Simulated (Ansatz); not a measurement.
Reactions of C4H4F2, SMILES `FC1=CC(F)C1`.

Isolated molecules relaxed with PBE0-D4/def2-TZVP in Ansatz; ΔE leaves out vibrations. CCSD(T)/CBS is the MP2 limit (def2-TZVPP, def2-QZVPP) plus CCSD(T) − MP2 in def2-TZVPP, frozen cores. This one scheme is used for every species. Each species was taken in one conformer, which may not be the lowest.

Problem. Order these by ΔE at CCSD(T)/CBS, lowest first. (Best estimate.)
A. `FC1=CC(F)C1` → `C=C/C(F)=C\F`
B. `FC1=CC(F)C1` → `F[C@@H]1C=C[C@H]1F`
C. `FC1=CC(F)C1` → `C=CC=C(F)F`
D. `FC1=CC(F)C1` + H₂ → `FC1=CCC1` + H–F
E. `FC1=CC(F)C1` → `FC1(F)C=CC1`

Solution. D (-22.0 kcal/mol), C (-8.8 kcal/mol), E (-5.7 kcal/mol), A (-2.3 kcal/mol), B (+1.7 kcal/mol).

Largest T1 diagnostic: 0.012, for `C=C/C(F)=C\F`.
